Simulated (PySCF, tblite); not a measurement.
**CH3FO, a complex of two parts: NMR shifts, interaction energy, infrared bands, spin-spin couplings and core binding energies**

An exercise on one series of results from a longer session: the logs are not shown, and one member is left open.

Programs: tblite 0.8.0 and PySCF 2.14.0. All values are calculated, for the isolated system unless a continuum is named. Atoms count from 0, parts from 1.

## The system as given

6 atoms, charge 0, multiplicity 1; geometry: rigid parts in contact. Parts: 1 = atoms 0–1, `F`, charge 0; 2 = atoms 2–5, `C=O`, charge 0.

Set-up of the first run:

Job settings and geometry (Å):

```
{"job": {"kind": "dock", "xc": "GFN2-xTB", "basis": "xTB"}, "charge": 0, "multiplicity": 1, "parts": [{"atoms": "0-1", "charge": 0, "multiplicity": 1}, {"atoms": "2-5", "charge": 0, "multiplicity": 1}]}
F      0.466137    -0.006610    -0.006744
H     -0.466137     0.006610     0.006744
C     -3.360528     0.119201    -0.293064
O     -2.300474     0.653003    -0.404082
H     -4.096648     0.076272    -1.113383
H     -3.687399    -0.372413     0.638646
```

With the program's defaults for keys left out, this is: GFN2-xTB search for minima from random contacts, gas phase.

Launch:

```
$ OMP_NUM_THREADS=1 python cluster_run.py task.json out
```

One launch serves the whole session: the jobs run in the order shown.

Steps of the session up to this table: Search for minima with GFN2-xTB; Geometry optimisation at PBE0-D3(BJ)/def2-TZVPD; Shielding tensors: PBE0/pcSseg-2; Coupled-cluster interaction energy: CCSD(T) and MP2.

One of the session's tables, all rows but one given; the rest of the session is left out.

It belongs to the step «Coupled-cluster interaction energy: CCSD(T) and MP2». 

| method | interaction energy (kcal/mol) |
| --- | --- |
| HF/aug-cc-pVDZ | -7.29 |
| MP2/aug-cc-pVDZ | -7.37 |
| CCSD/aug-cc-pVDZ | -7.14 |
| CCSD(T)/aug-cc-pVDZ | -7.33 |
| HF/aug-cc-pVQZ | -7.40 |
| MP2/aug-cc-pVQZ | ? |
| SCS-MP2/aug-cc-pVQZ | -7.62 |
| MP2, extrapolated | -8.49 |
| CCSD(T), limit estimate | -8.45 |

Q: Estimate the row for MP2/aug-cc-pVQZ from the others.

The run gave: interaction energy (kcal/mol): -8.30. In the column «interaction energy (kcal/mol)» it lies between CCSD(T), limit estimate (-8.45) and SCS-MP2/aug-cc-pVQZ (-7.62).
